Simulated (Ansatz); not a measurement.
Reaction (SMILES): N#N (N2) + H+ → N#[NH+]
B3LYP-D3(BJ)/def2-TZVP geometries, fixed; electronic energies without zero-point terms; positive where energy is released.
Largest species:
```
N
N 1 1.0860
H 1 1.0380 2 180.00
```
Charge +1, spin multiplicity 1.

Basis-set convergence of the proton affinity at wB97M-V with Ansatz (a first-principles code). Cartesian d functions, on some or all atoms, in 6-31+G*; all else is spherical. The functional holds VV10 correlation; no added dispersion term, no relativity. Functions are those of the species that has most. Reference: the value in pcseg-4, 120.30 kcal/mol, itself unsure by roughly 0.15 kcal/mol (its mean distance from aug-pcseg-3, aug-cc-pVQZ, cc-pV5Z). Deviations are taken from unrounded values.

| basis | functions |
|---|---|
| 6-31+G* | 40 |
| 6-311+G** | 50 |
| aug-cc-pVDZ | 55 |
| aug-pcseg-1 | 55 |
| 6-311++G(2d,2p) | 64 |
| jun-cc-pV(T+d)Z | 92 |
| 6-311++G(3df,3pd) | 96 |
| aug-cc-pVTZ | 115 |
| aug-pcseg-2 | 115 |
| aug-cc-pVQZ | 206 |
| aug-pcseg-3 | 219 |

Task: Which is the smallest set listed that can be trusted to 2 kcal/mol here, that is, within that of the reference together with its larger relatives (same family, alike in diffuse functions; a set with none to test it counts only in the reference's own line)?

Result: The smallest set listed that lies within 2 kcal/mol of the reference with all its larger relatives (same family, alike in diffuse functions; a set with none counts only in the reference's own line) is 6-311+G** (50 functions, -1.21 kcal/mol off). Value minus reference: 6-31+G* -4.06, 6-311+G** -1.21, aug-cc-pVDZ -2.77, aug-pcseg-1 -3.97, 6-311++G(2d,2p) -1.53, jun-cc-pV(T+d)Z -0.23, 6-311++G(3df,3pd) -0.63, aug-cc-pVTZ -0.20, aug-pcseg-2 -0.17, aug-cc-pVQZ -0.16, aug-pcseg-3 -0.09 kcal/mol.
